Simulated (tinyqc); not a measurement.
Worked calculation (part 1 of 2): MP2 on RHF in the sto-3g basis, frozen core, for BH3, spin multiplicity 1. Computed by tinyqc, a small Python program that keeps every step (integrals from PySCF). Settings: charge = 0, multiplicity = 1, basis = sto-3g, method = RHF, frozen orbitals = 1, energy threshold = 1e-10, iteration cap = 84, orthogonalisation = symmetric, start = Wolfsberg-Helmholz matrix, DIIS depth = 6. Command: `OMP_NUM_THREADS=1 python tinyqc.py 24966 24967 out.jsonl` (the two numbers bound the seeds that draw the settings). One thread of a shared host (Intel(R) Xeon(R) Processor @ 2.60GHz), about 0.2 s of CPU time with the checks. The early iterations of the SCF are left out here.

## One-electron integrals

Geometry (angstrom):
```
atom          x          y         z
B      0.000000   0.000000  0.008000
H      1.341000   0.000000  0.000000
H     -0.671000   1.161000  0.000000
H     -0.671000  -1.161000  0.000000
```

Basis sto-3g: exponents (1/bohr^2) and contraction coefficients of normalised primitives:
```
element  l (shell)   exponent  coefficient
B            s (1)  48.791113     0.154329
B            s (1)   8.887362     0.535328
B            s (1)   2.405267     0.444635
B            s (2)   2.236956    -0.099967
B            s (2)   0.519821     0.399513
B            s (2)   0.169062     0.700115
B            p (3)   2.236956     0.155916
B            p (3)   0.519821     0.607684
B            p (3)   0.169062     0.391957
H            s (1)   3.425251     0.154329
H            s (1)   0.623914     0.535328
H            s (1)   0.168855     0.444635
```

Overlap, kinetic and nuclear-attraction integrals over the contracted functions; the nuclear repulsion is the sum of Za Zb / Rab.

nuclear repulsion = 6.60273984 hartree

overlap S:
```
           1B 1s     1B 2s     1B 2px     1B 2py     1B 2pz      2H 1s      3H 1s      4H 1s
1B 1s   1.000000  0.269328   0.000000   0.000000   0.000000   0.047224   0.047229   0.047229
1B 2s   0.269328  1.000000   0.000000   0.000000   0.000000   0.400934   0.400955   0.400955
1B 2px  0.000000  0.000000   1.000000   0.000000   0.000000   0.433898  -0.217126  -0.217126
1B 2py  0.000000  0.000000   0.000000   1.000000   0.000000   0.000000   0.375683  -0.375683
1B 2pz  0.000000  0.000000   0.000000   0.000000   1.000000  -0.002589  -0.002589  -0.002589
2H 1s   0.047224  0.400934   0.433898   0.000000  -0.002589   1.000000   0.068511   0.068511
3H 1s   0.047229  0.400955  -0.217126   0.375683  -0.002589   0.068511   1.000000   0.068626
4H 1s   0.047229  0.400955  -0.217126  -0.375683  -0.002589   0.068511   0.068626   1.000000
```

kinetic energy T (hartree):
```
            1B 1s      1B 2s     1B 2px     1B 2py     1B 2pz      2H 1s      3H 1s      4H 1s
1B 1s   10.826302  -0.047967   0.000000   0.000000   0.000000  -0.013187  -0.013188  -0.013188
1B 2s   -0.047967   0.359168   0.000000   0.000000   0.000000   0.055312   0.055320   0.055320
1B 2px   0.000000   0.000000   1.123881   0.000000   0.000000   0.160592  -0.080368  -0.080368
1B 2py   0.000000   0.000000   0.000000   1.123881   0.000000   0.000000   0.139056  -0.139056
1B 2pz   0.000000   0.000000   0.000000   0.000000   1.123881  -0.000958  -0.000958  -0.000958
2H 1s   -0.013187   0.055312   0.160592   0.000000  -0.000958   0.760032  -0.011403  -0.011403
3H 1s   -0.013188   0.055320  -0.080368   0.139056  -0.000958  -0.011403   0.760032  -0.011405
4H 1s   -0.013188   0.055320  -0.080368  -0.139056  -0.000958  -0.011403  -0.011405   0.760032
```

nuclear attraction V (hartree):
```
             1B 1s      1B 2s     1B 2px     1B 2py     1B 2pz      2H 1s      3H 1s      4H 1s
1B 1s   -24.331235  -3.458205   0.000012   0.000000   0.000262  -0.608424  -0.608487  -0.608487
1B 2s    -3.458205  -4.932311   0.000113   0.000000   0.002430  -1.669240  -1.669388  -1.669388
1B 2px    0.000012   0.000113  -4.949900   0.000000  -0.000001  -1.697141   0.849330   0.849330
1B 2py    0.000000   0.000000   0.000000  -4.949756   0.000000   0.000000  -1.469493   1.469493
1B 2pz    0.000262   0.002430  -0.000001   0.000000  -4.805057   0.010530   0.010531   0.010531
2H 1s    -0.608424  -1.669240  -1.697141   0.000000   0.010530  -3.639665  -0.273399  -0.273399
3H 1s    -0.608487  -1.669388   0.849330  -1.469493   0.010531  -0.273399  -3.639820  -0.273812
4H 1s    -0.608487  -1.669388   0.849330   1.469493   0.010531  -0.273399  -0.273812  -3.639820
```

core Hamiltonian H = T + V (hartree):
```
             1B 1s      1B 2s     1B 2px     1B 2py     1B 2pz      2H 1s      3H 1s      4H 1s
1B 1s   -13.504933  -3.506172   0.000012   0.000000   0.000262  -0.621611  -0.621674  -0.621674
1B 2s    -3.506172  -4.573143   0.000113   0.000000   0.002430  -1.613928  -1.614068  -1.614068
1B 2px    0.000012   0.000113  -3.826019   0.000000  -0.000001  -1.536549   0.768962   0.768962
1B 2py    0.000000   0.000000   0.000000  -3.825875   0.000000   0.000000  -1.330437   1.330437
1B 2pz    0.000262   0.002430  -0.000001   0.000000  -3.681177   0.009572   0.009573   0.009573
2H 1s    -0.621611  -1.613928  -1.536549   0.000000   0.009572  -2.879634  -0.284802  -0.284802
3H 1s    -0.621674  -1.614068   0.768962  -1.330437   0.009573  -0.284802  -2.879788  -0.285217
4H 1s    -0.621674  -1.614068   0.768962   1.330437   0.009573  -0.284802  -0.285217  -2.879788
```

## Two-electron integrals

Functions are numbered as in S; the eight-fold symmetry (ij|kl) = (ji|kl) = (kl|ij) leaves the list below.

Two-electron integrals (ij|kl) in chemists' order, unique and non-zero (hartree):
```
(11|11) 2.923513    (21|11) 0.518376    (21|21) 0.109262    (22|11) 0.744229
(22|21) 0.193177    (22|22) 0.544804    (31|31) 0.020264    (32|31) 0.029996
(32|32) 0.120346    (33|11) 0.742491    (33|21) 0.193240    (33|22) 0.544682
(33|33) 0.586773    (41|41) 0.020264    (42|41) 0.029996    (42|42) 0.120346
(43|43) 0.031630    (44|11) 0.742491    (44|21) 0.193240    (44|22) 0.544682
(44|33) 0.523513    (44|44) 0.586773    (51|51) 0.020264    (52|51) 0.029996
(52|52) 0.120346    (53|53) 0.031630    (54|54) 0.031630    (55|11) 0.742491
(55|21) 0.193240    (55|22) 0.544682    (55|33) 0.523513    (55|44) 0.523513
(55|55) 0.586773    (61|11) 0.090440    (61|21) 0.019006    (61|22) 0.033749
(61|31) 0.001360    (61|32) 0.002520    (61|33) 0.034090    (61|44) 0.033588
(61|51) -0.000008   (61|52) -0.000015   (61|53) -2.99e-06   (61|55) 0.033588
(61|61) 0.003408    (62|11) 0.227411    (62|21) 0.060000    (62|22) 0.187318
(62|31) 0.006592    (62|32) 0.040895    (62|33) 0.198025    (62|44) 0.181875
(62|51) -0.000039   (62|52) -0.000244   (62|53) -0.000096   (62|55) 0.181876
(62|61) 0.011148    (62|62) 0.090448    (63|11) 0.216539    (63|21) 0.057871
(63|22) 0.190653    (63|31) 0.011333    (63|32) 0.065628    (63|33) 0.210619
(63|44) 0.180567    (63|51) -0.000033   (63|52) -0.000226   (63|53) -0.000134
(63|55) 0.180567    (63|61) 0.011249    (63|62) 0.107644    (63|63) 0.135201
(64|41) 0.005876    (64|42) 0.027785    (64|43) 0.007541    (64|54) -0.000045
(64|64) 0.009696    (65|11) -0.001292   (65|21) -0.000345   (65|22) -0.001137
(65|31) -0.000033   (65|32) -0.000226   (65|33) -0.001167   (65|44) -0.001077
(65|51) 0.005876    (65|52) 0.027786    (65|53) 0.007542    (65|55) -0.001167
(65|61) -0.000067   (65|62) -0.000642   (65|63) -0.000749   (65|65) 0.009700
(66|11) 0.391156    (66|21) 0.105095    (66|22) 0.371866    (66|31) 0.013631
(66|32) 0.113224    (66|33) 0.415066    (66|44) 0.350033    (66|51) -0.000081
(66|52) -0.000675   (66|53) -0.000388   (66|55) 0.350036    (66|61) 0.019857
(66|62) 0.232617    (66|63) 0.300259    (66|65) -0.001791   (66|66) 0.774606
(71|11) 0.090449    (71|21) 0.019008    (71|22) 0.033752    (71|31) -0.000681
(71|32) -0.001261   (71|33) 0.033717    (71|41) 0.001177    (71|42) 0.002182
(71|43) -0.000217   (71|44) 0.033967    (71|51) -0.000008   (71|52) -0.000015
(71|53) 1.50e-06    (71|54) -2.59e-06   (71|55) 0.033591    (71|61) 0.003258
(71|62) 0.010198    (71|63) 0.009624    (71|64) 0.000402    (71|65) -0.000062
(71|66) 0.017776    (71|71) 0.003409    (72|11) 0.227427    (72|21) 0.060004
(72|22) 0.187330    (72|31) -0.003299   (72|32) -0.020465   (72|33) 0.185931
(72|41) 0.005708    (72|42) 0.035409    (72|43) -0.006997   (72|44) 0.193994
(72|51) -0.000039   (72|52) -0.000244   (72|53) 0.000048    (72|54) -0.000083
(72|55) 0.181888    (72|61) 0.010197    (72|62) 0.058578    (72|63) 0.056059
(72|64) 0.006960    (72|65) -0.000406   (72|66) 0.114068    (72|71) 0.011150
(72|72) 0.090458    (73|11) -0.108360   (73|21) -0.028960   (73|22) -0.095406
(73|31) 0.007243    (73|32) 0.037263    (73|33) -0.099781   (73|41) -0.002365
(73|42) -0.016396   (73|43) 0.009775    (73|44) -0.095974   (73|51) 0.000016
(73|52) 0.000113    (73|53) -0.000067   (73|54) 0.000039    (73|55) -0.090358
(73|61) -0.004467   (73|62) -0.022024   (73|63) -0.016471   (73|64) -0.001825
(73|65) 0.000151    (73|66) -0.038338   (73|71) -0.005630   (73|72) -0.053869
(73|73) 0.041125    (74|11) 0.187490    (74|21) 0.050108    (74|22) 0.165076
(74|31) -0.002365   (74|32) -0.016396   (74|33) 0.159588    (74|41) 0.009968
(74|42) 0.056156    (74|43) -0.009389   (74|44) 0.179118    (74|51) -0.000028
(74|52) -0.000195   (74|53) 0.000039    (74|54) -0.000112   (74|55) 0.156343
(74|61) 0.008534    (74|62) 0.052018    (74|63) 0.049704    (74|64) 0.011201
(74|65) -0.000354   (74|66) 0.101979    (74|71) 0.009741    (74|72) 0.093207
(74|73) -0.054378   (74|74) 0.103785    (75|11) -0.001292   (75|21) -0.000345
(75|22) -0.001137   (75|31) 0.000016    (75|32) 0.000113    (75|33) -0.001100
(75|41) -0.000028   (75|42) -0.000195   (75|43) 0.000039    (75|44) -0.001144
(75|51) 0.005877    (75|52) 0.027788    (75|53) -0.003774   (75|54) 0.006530
(75|55) -0.001167   (75|61) -0.000062   (75|62) -0.000406   (75|63) -0.000382
(75|64) -0.000046   (75|65) 0.005667    (75|66) -0.000826   (75|71) -0.000067
(75|72) -0.000642   (75|73) 0.000375    (75|74) -0.000648   (75|75) 0.009702
(76|11) 0.037356    (76|21) 0.009864    (76|22) 0.031229    (76|31) 0.000460
(76|32) 0.002900    (76|33) 0.031511    (76|41) 0.000796    (76|42) 0.005025
(76|43) 0.000289    (76|44) 0.031845    (76|51) -0.000011   (76|52) -0.000069
(76|53) -0.000010   (76|54) -0.000018   (76|55) 0.030300    (76|61) 0.001770
(76|62) 0.012762    (76|63) 0.014107    (76|64) 0.001419    (76|65) -0.000099
(76|66) 0.029506    (76|71) 0.001770    (76|72) 0.012762    (76|73) -0.005831
(76|74) 0.012925    (76|75) -0.000099   (76|76) 0.002310    (77|11) 0.391169
(77|21) 0.105098    (77|22) 0.371875    (77|31) -0.006821   (77|32) -0.056658
(77|33) 0.366326    (77|41) 0.011802    (77|42) 0.098032    (77|43) -0.028176
(77|44) 0.398793    (77|51) -0.000081   (77|52) -0.000676   (77|53) 0.000194
(77|54) -0.000336   (77|55) 0.350044    (77|61) 0.017775    (77|62) 0.114064
(77|63) 0.107474    (77|64) 0.017835    (77|65) -0.000826   (77|66) 0.227583
(77|71) 0.019860    (77|72) 0.232631    (77|73) -0.150254   (77|74) 0.259978
(77|75) -0.001791   (77|76) 0.029506    (77|77) 0.774606    (81|11) 0.090449
(81|21) 0.019008    (81|22) 0.033752    (81|31) -0.000681   (81|32) -0.001261
(81|33) 0.033717    (81|41) -0.001177   (81|42) -0.002182   (81|43) 0.000217
(81|44) 0.033967    (81|51) -0.000008   (81|52) -0.000015   (81|53) 1.50e-06
(81|54) 2.59e-06    (81|55) 0.033591    (81|61) 0.003258    (81|62) 0.010198
(81|63) 0.009624    (81|64) -0.000402   (81|65) -0.000062   (81|66) 0.017776
(81|71) 0.003259    (81|72) 0.010199    (81|73) -0.005165   (81|74) 0.008133
(81|75) -0.000062   (81|76) 0.001647    (81|77) 0.017778    (81|81) 0.003409
(82|11) 0.227427    (82|21) 0.060004    (82|22) 0.187330    (82|31) -0.003299
(82|32) -0.020465   (82|33) 0.185931    (82|41) -0.005708   (82|42) -0.035409
(82|43) 0.006997    (82|44) 0.193994    (82|51) -0.000039   (82|52) -0.000244
(82|53) 0.000048    (82|54) 0.000083    (82|55) 0.181888    (82|61) 0.010197
(82|62) 0.058578    (82|63) 0.056059    (82|64) -0.006960   (82|65) -0.000406
(82|66) 0.114068    (82|71) 0.010199    (82|72) 0.058596    (82|73) -0.034097
(82|74) 0.045068    (82|75) -0.000407   (82|76) 0.009140    (82|77) 0.114106
(82|81) 0.011150    (82|82) 0.090458    (83|11) -0.108360   (83|21) -0.028960
(83|22) -0.095406   (83|31) 0.007243    (83|32) 0.037263    (83|33) -0.099781
(83|41) 0.002365    (83|42) 0.016396    (83|43) -0.009775   (83|44) -0.095974
(83|51) 0.000016    (83|52) 0.000113    (83|53) -0.000067   (83|54) -0.000039
(83|55) -0.090358   (83|61) -0.004467   (83|62) -0.022024   (83|63) -0.016471
(83|64) 0.001825    (83|65) 0.000151    (83|66) -0.038338   (83|71) -0.005165
(83|72) -0.034097   (83|73) 0.025069    (83|74) -0.025790   (83|75) 0.000231
(83|76) -0.004216   (83|77) -0.069271   (83|81) -0.005630   (83|82) -0.053869
(83|83) 0.041125    (84|11) -0.187490   (84|21) -0.050108   (84|22) -0.165076
(84|31) 0.002365    (84|32) 0.016396    (84|33) -0.159588   (84|41) 0.009968
(84|42) 0.056156    (84|43) -0.009389   (84|44) -0.179118   (84|51) 0.000028
(84|52) 0.000195    (84|53) -0.000039   (84|54) -0.000112   (84|55) -0.156343
(84|61) -0.008534   (84|62) -0.052018   (84|63) -0.049704   (84|64) 0.011201
(84|65) 0.000354    (84|66) -0.101979   (84|71) -0.008133   (84|72) -0.045068
(84|73) 0.025790    (84|74) -0.030261   (84|75) 0.000307    (84|76) -0.007293
(84|77) -0.084159   (84|81) -0.009741   (84|82) -0.093207   (84|83) 0.054378
(84|84) 0.103785    (85|11) -0.001292   (85|21) -0.000345   (85|22) -0.001137
(85|31) 0.000016    (85|32) 0.000113    (85|33) -0.001100   (85|41) 0.000028
(85|42) 0.000195    (85|43) -0.000039   (85|44) -0.001144   (85|51) 0.005877
(85|52) 0.027788    (85|53) -0.003774   (85|54) -0.006530   (85|55) -0.001167
(85|61) -0.000062   (85|62) -0.000406   (85|63) -0.000382   (85|64) 0.000046
(85|65) 0.005667    (85|66) -0.000826   (85|71) -0.000062   (85|72) -0.000407
(85|73) 0.000231    (85|74) -0.000307   (85|75) 0.005669    (85|76) -0.000069
(85|77) -0.000826   (85|81) -0.000067   (85|82) -0.000642   (85|83) 0.000375
(85|84) 0.000648    (85|85) 0.009702    (86|11) 0.037356    (86|21) 0.009864
(86|22) 0.031229    (86|31) 0.000460    (86|32) 0.002900    (86|33) 0.031511
(86|41) -0.000796   (86|42) -0.005025   (86|43) -0.000289   (86|44) 0.031845
(86|51) -0.000011   (86|52) -0.000069   (86|53) -0.000010   (86|54) 0.000018
(86|55) 0.030300    (86|61) 0.001770    (86|62) 0.012762    (86|63) 0.014107
(86|64) -0.001419   (86|65) -0.000099   (86|66) 0.029506    (86|71) 0.001647
(86|72) 0.009140    (86|73) -0.004216   (86|74) 0.007293    (86|75) -0.000069
(86|76) 0.001751    (86|77) 0.017494    (86|81) 0.001770    (86|82) 0.012762
(86|83) -0.005831   (86|84) -0.012925   (86|85) -0.000099   (86|86) 0.002310
(87|11) 0.037407    (87|21) 0.009877    (87|22) 0.031276    (87|31) -0.000921
(87|32) -0.005816   (87|33) 0.032062    (87|44) 0.031390    (87|51) -0.000011
(87|52) -0.000069   (87|53) 0.000020    (87|55) 0.030345    (87|61) 0.001649
(87|62) 0.009151    (87|63) 0.008434    (87|65) -0.000069   (87|66) 0.017517
(87|71) 0.001772    (87|72) 0.012785    (87|73) -0.008304   (87|74) 0.011526
(87|75) -0.000099   (87|76) 0.001754    (87|77) 0.029563    (87|81) 0.001772
(87|82) 0.012785    (87|83) -0.008304   (87|84) -0.011526   (87|85) -0.000099
(87|86) 0.001754    (87|87) 0.002318    (88|11) 0.391169    (88|21) 0.105098
(88|22) 0.371875    (88|31) -0.006821   (88|32) -0.056658   (88|33) 0.366326
(88|41) -0.011802   (88|42) -0.098032   (88|43) 0.028176    (88|44) 0.398793
(88|51) -0.000081   (88|52) -0.000676   (88|53) 0.000194    (88|54) 0.000336
(88|55) 0.350044    (88|61) 0.017775    (88|62) 0.114064    (88|63) 0.107474
(88|64) -0.017835   (88|65) -0.000826   (88|66) 0.227583    (88|71) 0.017778
(88|72) 0.114106    (88|73) -0.069271   (88|74) 0.084159    (88|75) -0.000826
(88|76) 0.017494    (88|77) 0.227674    (88|81) 0.019860    (88|82) 0.232631
(88|83) -0.150254   (88|84) -0.259978   (88|85) -0.001791   (88|86) 0.029506
(88|87) 0.029563    (88|88) 0.774606
```

## Orthogonalisation

S = U s U^T; symmetric (Loewdin) form X = U s^(-1/2) U^T, so that X^T S X = 1.

eigenvalues of S: 0.337067  0.433104  0.433283  0.962715  1.000070  1.498090  1.498424  1.837246

X:
```
            1B 1s      1B 2s     1B 2px     1B 2py     1B 2pz      2H 1s      3H 1s      4H 1s
1B 1s    1.032873  -0.171504   0.000010   0.000000   0.000189   0.025803   0.025807   0.025807
1B 2s   -0.171504   1.287185  -0.000091   0.000000  -0.001620  -0.264317  -0.264363  -0.264363
1B 2px   0.000010  -0.000091   1.145640   0.000000   0.000001  -0.286149   0.143205   0.143205
1B 2py   0.000000   0.000000   0.000000   1.145479   0.000000   0.000000  -0.247742   0.247742
1B 2pz   0.000189  -0.001620   0.000001   0.000000   1.000010   0.001664   0.001664   0.001664
2H 1s    0.025803  -0.264317  -0.286149   0.000000   0.001664   1.180253  -0.010518  -0.010518
3H 1s    0.025807  -0.264363   0.143205  -0.247742   0.001664  -0.010518   1.180275  -0.010460
4H 1s    0.025807  -0.264363   0.143205   0.247742   0.001664  -0.010518  -0.010460   1.180275
```
